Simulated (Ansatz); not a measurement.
Molecule: PH2, charge 0, multiplicity 2. 
Coordinates optimised at B3LYP-D3(BJ)/def2-TZVP (Ansatz, a program for electronic structure):
SMILES: [PH2]
```xyz
3

P      0.0052    -0.0015     0.1165
H     -0.0501     1.0329    -0.8596
H     -0.0274    -1.0099    -0.8876
```
Charge 0, spin multiplicity 2.

Basis-set convergence of Hartree-Fock and CCSD(T) correlation energies (hartree) with Ansatz. Valence correlation only, unless marked. Open shells are spin-unrestricted. Spin-orbit coupling is left out. Non-relativistic.

```json
[
 {"basis": "aug-cc-pV(D+d)Z", "functions": "50", "E(HF)": "-341.87796", "E(corr, CCSD(T))": "-0.14513"},
 {"basis": "aug-cc-pV(T+d)Z", "functions": "101", "E(HF)": "-341.88927", "E(corr, CCSD(T))": "-0.17263"},
 {"basis": "aug-cc-pV(Q+d)Z", "functions": "181", "E(HF)": "-341.89230", "E(corr, CCSD(T))": "-0.17976"}
]
```

Extrapolating the two largest sets (X = 3 and 4) as X^-3: E(corr) = (64·(-0.17976) - 27·(-0.17263))/37 = -0.1850 Eh, an estimate of the basis-set limit. The largest set recovers 97.2 % of it, the smallest 78.5 %.
